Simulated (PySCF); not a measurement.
PySCF input for sulfur dioxide (O2S), SMILES O=S=O, TDA-M06-2X/def2-TZVPD. The structure is a stationary point at B3LYP-D3(BJ)/def2-TZVP.

```python
import numpy as np
from pyscf import gto, scf, dft, tdscf

mol = gto.M(
    atom='''
    O     0.00000000   -1.23868069   -0.36575555
    S     0.00000000   -0.00000000    0.36575555
    O     0.00000000    1.23868070   -0.36575555
    ''',
    basis='def2-TZVPD',
    charge=0,
    spin=0,
    symmetry=True,
    max_memory=1600,
    verbose=4,
)
mf = dft.RKS(mol, xc='m06-2x').density_fit(auxbasis='def2-universal-jkfit')
mf.grids.level = 4
mf.conv_tol = 1e-9
mf.max_cycle = 100
mf.kernel()
mf.grids = dft.Grids(mol).set(level=2).build(with_non0tab=True)  # coarser grid for the response kernel
td = tdscf.TDA(mf)
td.singlet = True
td.nstates = 10
td.conv_tol = 1e-4
td.positive_eig_threshold = 1e-6
td.kernel(x0=td.get_init_guess(mf, 15))
td.analyze()
tt = tdscf.TDA(mf)
tt.singlet = False
tt.nstates = 4
tt.conv_tol = 1e-4
tt.positive_eig_threshold = 1e-6
tt.kernel(x0=tt.get_init_guess(mf, 9))
tt.analyze(verbose=3)
```

It prints:

```
PySCF version 2.14.0

[INPUT] verbose = 4
[INPUT] num. atoms = 3
[INPUT] num. electrons = 32
[INPUT] charge = 0
[INPUT] spin (= nelec alpha-beta = 2S) = 0
[INPUT] symmetry True subgroup None
[INPUT] Mole.unit = angstrom
[INPUT] Symbol           X                Y                Z      unit          X                Y                Z       unit  Magmom
[INPUT]  1 O      0.000000000000  -1.238680690000  -0.365755550000 AA    0.000000000000  -2.340767259887  -0.691177818040 Bohr   0.0
[INPUT]  2 S      0.000000000000   0.000000000000   0.365755550000 AA    0.000000000000   0.000000000000   0.691177818040 Bohr   0.0
[INPUT]  3 O      0.000000000000   1.238680700000  -0.365755550000 AA    0.000000000000   2.340767278785  -0.691177818040 Bohr   0.0

nuclear repulsion = 107.84122573866
point group symmetry = C2v
symmetry origin: [0.00000000e+00 4.72431527e-09 0.00000000e+00]
symmetry axis x: [-1. -0. -0.]
symmetry axis y: [ 0.00000000e+00  1.00000000e+00 -1.44364773e-09]
symmetry axis z: [0.00000000e+00 1.44364773e-09 1.00000000e+00]
num. orbitals of irrep A1 = 47
num. orbitals of irrep A2 = 17
num. orbitals of irrep B1 = 24
num. orbitals of irrep B2 = 38
number of shells = 44
number of NR pGTOs = 182
number of NR cGTOs = 126
basis = def2-TZVPD
ecp = {}


[settings echo left out]
init E= -549.278753072575
HOMO (A1) = -0.354003958958849  LUMO (B1) = -0.161204660349394  gap/eV = 5.24634
cycle= 1 E= -548.478746981109  delta_E=  0.8  |g|= 0.883  |ddm|= 1.75
HOMO (B2) = -0.34961447979228  LUMO (B1) = -0.103917645641685  gap/eV = 6.68575
cycle= 2 E= -548.282450643171  delta_E= 0.196  |g|=  1.4  |ddm|= 1.26
HOMO (A1) = -0.41225533003005  LUMO (B1) = -0.101130691922839  gap/eV = 8.46613
cycle= 3 E= -548.628784496654  delta_E= -0.346  |g|= 0.0392  |ddm|= 0.73
HOMO (A1) = -0.407987585380354  LUMO (B1) = -0.0905876571223576  gap/eV = 8.63689
cycle= 4 E= -548.629084112377  delta_E= -0.0003  |g|= 0.0145  |ddm|= 0.0545
HOMO (A1) = -0.410561070540084  LUMO (B1) = -0.0916084589177775  gap/eV = 8.67914
cycle= 5 E= -548.629130262381  delta_E= -4.62e-05  |g|= 0.00217  |ddm|= 0.00945
HOMO (A1) = -0.410190652210616  LUMO (B1) = -0.0911326106457082  gap/eV = 8.68201
cycle= 6 E= -548.629132157584  delta_E= -1.9e-06  |g|= 0.000577  |ddm|= 0.00314
HOMO (A1) = -0.41031995121471  LUMO (B1) = -0.09122553403658  gap/eV = 8.68300
cycle= 7 E= -548.629132308309  delta_E= -1.51e-07  |g|= 0.000148  |ddm|= 0.000664
HOMO (A1) = -0.410315756624016  LUMO (B1) = -0.0912098412672897  gap/eV = 8.68331
cycle= 8 E= -548.629132316485  delta_E= -8.18e-09  |g|= 3.35e-05  |ddm|= 0.000165
HOMO (A1) = -0.410316787647531  LUMO (B1) = -0.0912080716056973  gap/eV = 8.68339
cycle= 9 E= -548.629132316822  delta_E= -3.37e-10  |g|= 6.18e-06  |ddm|= 3.53e-05
HOMO (A1) = -0.410316462562726  LUMO (B1) = -0.0912074179573032  gap/eV = 8.68340
Extra cycle  E= -548.629132316828  delta_E= -6.14e-12  |g|= 6.43e-06  |ddm|= 8.83e-06
converged SCF energy = -548.629132316828
tot grids = 34168
Overwritten attributes  positive_eig_threshold  of <class 'pyscf.tdscf.rks.TDA'>


******** <class 'pyscf.tdscf.rks.TDA'> for <class 'pyscf.df.df_jk.DFSymAdaptedRKS'> ********
nstates = 10 singlet
deg_eia_thresh = 1.000e-03
wfnsym = None
conv_tol = 0.0001
eigh lindep = 1e-12
eigh level_shift = 0
eigh max_cycle = 100


Excitation energies (eV)
[4.24425824 4.63094758 6.69037191 8.55191176 8.559321   8.66035222
 9.11498551 9.20536306 9.29001189 9.70987405]

** Singlet excitation energies and oscillator strengths **
Excited State   1:   B1      4.24426 eV    292.12 nm  f=0.0091
      16 -> 17       -0.69491
Excited State   2:   A2      4.63095 eV    267.73 nm  f=0.0000
      15 -> 17       -0.70053
Excited State   3:   B2      6.69037 eV    185.32 nm  f=0.0717
      14 -> 17        0.62975
      15 -> 19       -0.13659
      15 -> 22        0.12720
      16 -> 20       -0.11219
      16 -> 26        0.14063
Excited State   4:   B1      8.55191 eV    144.98 nm  f=0.0040
      12 -> 17       -0.68994
Excited State   5:   A1      8.55932 eV    144.85 nm  f=0.0544
      16 -> 19       -0.57925
      16 -> 22        0.36324
      16 -> 28       -0.11641
Excited State   6:   A2      8.66035 eV    143.16 nm  f=0.0000
      11 -> 17        0.69561
Excited State   7:   B2      9.11499 eV    136.02 nm  f=0.0063
      15 -> 18        0.12250
      15 -> 19        0.36505
      15 -> 22       -0.20494
      16 -> 20       -0.48921
      16 -> 23        0.10032
      16 -> 26        0.21030
Excited State   8:   A2      9.20536 eV    134.69 nm  f=0.0000
      14 -> 18        0.11478
      14 -> 19        0.56140
      14 -> 22       -0.37113
      14 -> 28        0.11747
Excited State   9:   A1      9.29001 eV    133.46 nm  f=0.0310
      13 -> 17       -0.12111
      15 -> 20        0.16966
      16 -> 18       -0.65444
      16 -> 28        0.11804
Excited State  10:   B1      9.70987 eV    127.69 nm  f=0.0341
      16 -> 21       -0.69647

** Transition electric dipole moments (AU) **
state          X           Y           Z        Dip. S.      Osc.
  1        -0.2960     -0.0000      0.0000      0.0876      0.0091
  2         0.0000     -0.0000     -0.0000      0.0000      0.0000
  3        -0.0000      0.6616      0.0000      0.4377      0.0717
  4        -0.1381      0.0000     -0.0000      0.0191      0.0040
  5        -0.0000      0.0000      0.5095      0.2596      0.0544
  6         0.0000     -0.0000      0.0000      0.0000      0.0000
  7         0.0000     -0.1685     -0.0000      0.0284      0.0063
  8         0.0000     -0.0000     -0.0000      0.0000      0.0000
  9        -0.0000     -0.0000     -0.3690      0.1362      0.0310
 10        -0.3785     -0.0000     -0.0000      0.1432      0.0341

** Transition velocity dipole moments (imaginary part, AU) **
state          X           Y           Z        Dip. S.      Osc.
  1         0.0661     -0.0000      0.0000      0.0044      0.0187
  2         0.0000     -0.0000     -0.0000      0.0000      0.0000
  3        -0.0000     -0.0530     -0.0000      0.0028      0.0076
  4        -0.0155      0.0000     -0.0000      0.0002      0.0005
  5        -0.0000     -0.0000      0.1441      0.0208      0.0440
  6         0.0000     -0.0000      0.0000      0.0000      0.0000
  7         0.0000     -0.0095      0.0000      0.0001      0.0002
  8        -0.0000     -0.0000     -0.0000      0.0000      0.0000
  9         0.0000     -0.0000     -0.1174      0.0138      0.0269
 10        -0.1294      0.0000     -0.0000      0.0167      0.0313

** Transition magnetic dipole moments (imaginary part, AU) **
state          X           Y           Z
  1        -0.0000      1.1967      0.0000
  2        -0.0000     -0.0000      0.4404
  3        -0.0081      0.0000      0.0000
  4         0.0000      0.3887     -0.0000
  5         0.0000     -0.0000      0.0000
  6         0.0000      0.0000      1.2010
  7        -1.1902      0.0000     -0.0000
  8        -0.0000     -0.0000     -0.9191
  9         0.0000      0.0000     -0.0000
 10         0.0000     -0.0350      0.0000


******** <class 'pyscf.tdscf.rks.TDA'> for <class 'pyscf.df.df_jk.DFSymAdaptedRKS'> ********
nstates = 4 triplet
deg_eia_thresh = 1.000e-03
wfnsym = None
conv_tol = 0.0001
eigh lindep = 1e-12
eigh level_shift = 0
eigh max_cycle = 100


Excitation energies (eV)
[3.21222203 4.19587606 4.26390324 7.52153333]

** Triplet excitation energies and oscillator strengths **
Excited State   1:   B1      3.21222 eV    385.98 nm  f=0.0000
Excited State   2:   B2      4.19588 eV    295.49 nm  f=0.0000
Excited State   3:   A2      4.26390 eV    290.78 nm  f=0.0000
Excited State   4:   A1      7.52153 eV    164.84 nm  f=0.0000
```

The run converged.

Cost: roughly 4 core-minutes.
